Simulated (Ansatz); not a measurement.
fcc Ca was calculated with B3LYP (VWN-RPA form) (Ansatz, a quantum-chemistry and plane-wave program, plane waves, PAW).

Numerical settings: plane-wave cutoff 460 eV, 10×10×10 k mesh, Fermi–Dirac smearing 0.05 eV, scalar-relativistic PAW data made under PBE.

A third-order Birch–Murnaghan fit to the energies gives V0 = 43.187 Å³/atom, B0 = 17.2 GPa, B′ = 3.8.

```
V (Å³/atom)  P (GPa)
-----------  -------
40.834           [?]
42.113         0.453
42.916         0.109
44.272           [?]
45.352        -0.766
```

Estimate the withheld pressures from this fit; the answers are the runs' own values.


- 40.834, P (GPa): 1.069
- 44.272, P (GPa): -0.407

The formula P = (3/2) B0 (x^(7/3) − x^(5/3)) [1 + (3/4)(B′ − 4)(x^(2/3) − 1)] with x = V0/V meets the computed pressures within 0.01 GPa when these rounded values are put in.

Measured, for comparison: bulk modulus 18.6 GPa (corrected for temperature and zero-point phonon effects, our sources range from 15.9 to 18.7; as tabulated in Levämäki et al. (2014), arXiv:1402.3671); equilibrium volume per atom 42.81 Å³/atom (low-temperature or extrapolated to 0 K; zero-point anharmonic expansion removed; as tabulated in Csonka et al. (2009), arXiv:0903.4037). Computed (rounded) less measured: bulk modulus not scored (sources differ), equilibrium volume per atom +0.9 %.

Computed values are for the static lattice.
